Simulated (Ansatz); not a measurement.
**RPA@PBE/3-21G run of [PH4]+ (phosphonium)**

What is the vertical singlet–triplet gap of [PH4]+ (phosphonium) at RPA@PBE/3-21G? 

Program for the calculation: Ansatz 0.2.0.

## Step 1: The system as given

The species is [PH4]+ (5 atoms), meant as a singlet with charge +1. As SMILES, `[PH4+]`. Geometry: relaxed at GFN2-xTB.

Bond lengths: P1–H2 1.375 Å, P1–H3 1.375 Å, P1–H4 1.375 Å, P1–H5 1.375 Å. Angles: H2–P1–H3 109.5°, H2–P1–H4 109.5°, H2–P1–H5 109.5°, H3–P1–H4 109.5°, H3–P1–H5 109.5°, H4–P1–H5 109.5°.

## Step 2: The energy at RPA@PBE/3-21G

File run.yaml:

```yaml
basis:
  gaussian:
    orbitals: 3-21G.json
crystal:
  periodic: [false, false, false]
  atoms:
    - symbol: P
      position_ang: [-0.000020, -0.000000, 0.000050]
    - symbol: H
      position_ang: [1.357460, -0.061330, 0.210450]
    - symbol: H
      position_ang: [-0.617320, -1.016050, 0.691010]
    - symbol: H
      position_ang: [-0.261860, -0.133750, -1.343340]
    - symbol: H
      position_ang: [-0.478250, 1.211140, 0.441830]
total_charge: 1
hamiltonian:
  xc: {name: PBE}
correlation:
  method: rpa
  frozen_orbitals: {H: 0, P: 5}
accuracy: high
```

The basis set 3-21G is read from a file made from the Basis Set Exchange's data (not shown).

Command:

```bash
$ ansatz run run.yaml --threads 1 --pin off --max-ram 2610MiB --events-out events.jsonl --progress --plain --runs-dir runs
```

Standard output:

```text
Warning: RAYON_NUM_THREADS=1 ignored (pool sized by the plan → 1); use --threads N
Functional definition: PBE
  name "PBE"
  parameter kappa = 0.804
  parameter beta = 0.06672455060314922
  exchange = pbe_x(kappa = kappa, mu = beta*pi^2/3)
  correlation = pbe_c(beta = beta)
423 factors; integrals over basis functions are off by at most 4.4e-9 eV
mean field evaluation 1: about -9291.4329 eV, gradient 1.9e1 eV
mean field evaluation 2: about -9291.3888 eV, gradient 1.9e1 eV
mean field evaluation 4: about -9292.5609 eV, gradient 6.6e-1 eV
mean field evaluation 8: about -9292.5613 eV, gradient 3.1e-4 eV
mean field -9292.56128452 eV, -341.4953284817 hartree, gradient 1.4e-8 eV, S^2 0.000000; 0 other end points of the search recorded, 0 dependent functions left out
5 core orbitals not correlated: weight in the atoms' cores, before any rotation towards them, 1.000 or more for the frozen orbitals, at most 0.000 for the correlated occupied ones
reference -9278.81811739 eV, -340.9902764051 hartree; 4, 4 occupied and 12, 12 virtual orbitals, 423 factors
Total energy: -9282.91281450 eV, -341.1407537486 hartree
```

Wall time 0.91 s (1 thread of AMD EPYC 7R43 (Zen 3), shared host); peak memory 0.1 GiB.

## Step 3: The triplet, same level

File in.yaml:

```yaml
basis:
  gaussian: {orbitals: 3-21G.json}
crystal:
  periodic: [false, false, false]
  atoms:
    - {symbol: P, position_ang: [-0.000020, -0.000000, 0.000050]}
    - {symbol: H, position_ang: [1.357460, -0.061330, 0.210450]}
    - {symbol: H, position_ang: [-0.617320, -1.016050, 0.691010]}
    - {symbol: H, position_ang: [-0.261860, -0.133750, -1.343340]}
    - {symbol: H, position_ang: [-0.478250, 1.211140, 0.441830]}
total_charge: 1
magnetization: {spin_polarized: true, initial_magnetization: 2}
hamiltonian: {xc: pbe}
correlation: {method: rpa, frozen_orbitals: {H: 0, P: 5}}
accuracy: high
```

The basis set 3-21G is read from a file made from the Basis Set Exchange's data (not shown).

Command:

```bash
$ ansatz run in.yaml --threads 1 --pin off --max-ram 2610MiB --events-out events.jsonl --progress --plain --runs-dir runs
```

Standard output, shortened:

```text
Warning: RAYON_NUM_THREADS=1 ignored (pool sized by the plan → 1); use --threads N
[... 2 set-up lines as earlier in the session ...]
[...]
423 factors; integrals over basis functions are off by at most 4.4e-9 eV
[...]
mean field -9281.78535683 eV, -341.0993204434 hartree, gradient 3.1e-8 eV, S^2 2.000817; 14 other end points of the search recorded, 0 dependent functions left out
5 core orbitals not correlated: weight in the atoms' cores, before any rotation towards them, 1.000 or more for the frozen orbitals, at most 0.000 for the correlated occupied ones
reference -9268.08123956 eV, -340.5957034227 hartree; 5, 3 occupied and 11, 13 virtual orbitals, 423 factors
Total energy: -9272.01449529 eV, -340.7402479049 hartree
```

Run time: 5.4 s. Hardware: 1 thread of AMD EPYC 7R43 (Zen 3), shared host; peak memory 0.13 GiB.

## Step 4: Outcome

Level: RPA@PBE/3-21G, 5 core orbitals frozen.

| quantity | value |
| --- | --- |
| singlet: total energy | -341.14075 Eh |
| singlet: RPA correlation energy (valence) | -150.5 mEh |
| triplet: total energy | -340.74025 Eh |
| triplet: RPA correlation energy (valence) | -144.5 mEh |
| triplet: ⟨S²⟩ of the reference determinant | 2.001 |
| vertical energy of the triplet above the singlet | 10.898 eV |

In words: At this shape the triplet lies 10.90 eV (251 kcal/mol) above the singlet.
